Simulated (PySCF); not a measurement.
Species: ClH2Si(SH), ClH3SSi.
SMILES with atom numbers: `[SH:1][SiH2:2][Cl:3]` (hydrogens: H4 on S1; H5, H6 on Si2)

Level: wB97X-D/pcSseg-2 in PySCF, non-relativistic, on one gas-phase PBE0-D3(BJ)/def2-TZVP geometry that isn't relaxed in the solvent. The solvent is an IEF-PCM continuum (van der Waals radii × 1.2). Specific hydrogen bonds and non-electrostatic terms are outside this model.

Gas phase at wB97X-D/pcSseg-2: HOMO -9.84 eV, LUMO 1.57 eV, dipole 1.28 D.

Question: What does the continuum do to the energy, the frontier levels and the dipole at wB97X-D/pcSseg-2 in chloroform?

Answer: 
```tsv
solvent	ε	E(solvent) − E(gas) (kcal/mol)	polarisation term (kcal/mol)	distortion of the solute (kcal/mol)	HOMO (eV)	LUMO (eV)	dipole (D)
chloroform	4.711	-1.96	-2.19	0.23	-9.74	1.77	1.57
```

Polarisation term: ½ Σ q·V over the induced surface charges. Distortion: the rise of the solute's own energy as its density leaves the gas-phase optimum.

Question: Which radius a makes the point-dipole formula ΔE = −[(ε − 1)/(2ε + 1)]·μ²/a³ give the value in chloroform, with the gas-phase dipole?

Answer: μ = 0.502 au and |ΔE| = 0.00313 Eh give a = 1.62 Å; the farthest nucleus lies 2.13 Å from the centroid of the nuclei, so such a sphere wouldn't even hold the nuclei. The formula assumes a rigid point dipole at the centre of a sphere.

Conformer computed: `[SH:1][SiH2:2][Cl:3]`: H–S1–Si2–Cl3 70°.

wB97X-D is run here without its empirical dispersion term; that term would change no orbital, density or response property at a fixed geometry.
